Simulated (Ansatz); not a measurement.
Frontier orbitals of `FC(F)=CCl`.

```csv
atom,x (Å),y (Å),z (Å)
F1,1.5905,0.0320,-0.8600
C2,0.3278,0.1899,-0.5412
F3,-0.3175,0.8260,-1.4807
C4,-0.1916,-0.2493,0.5908
Cl5,-1.8375,-0.0324,0.9844
H6,0.4283,-0.7663,1.3066
```

Total charge 0; spin multiplicity 1. The structure was optimised at the PBE0-D4/def2-TZVP level. Basis def2-TZVPP, Ansatz.

```csv
functional,HOMO (eV),LUMO (eV),gap (eV)
PBE,-6.12,-0.83,5.29
revPBE,-6.05,-0.72,5.33
BLYP,-6.00,-0.74,5.26
r2SCAN,-6.37,-0.61,5.76
B97M-V,-6.43,-0.48,5.95
PBE0,-7.42,0.18,7.60
HSE06 (plane-wave form),-7.02,-0.21,6.81
BHLYP,-8.60,1.29,9.89
LC-ωPBE,-10.13,2.53,12.66
ωB97M-V,-9.62,2.42,12.04
HF,-10.32,4.26,14.58
```

Q: What is the vertical ionisation energy at frozen-core CCSD(T)/CBS(def2)? (Best estimate.)

A: Computed: 10.19 eV (T1 of the cation 0.024).

From PBE to PBE0 the HOMO moves by −1.30 eV and the LUMO by +1.01 eV, and with ωB97M-V by −3.50 and +3.25 eV, so the gap grows from 5.29 to 12.04 eV with exact exchange. A positive LUMO is unbound and depends on the basis. −ε(HOMO) differs from that ionisation energy by −4.07 eV with PBE and −0.57 eV with ωB97M-V.

LC-ωPBE has ω = 0.4 bohr⁻¹.
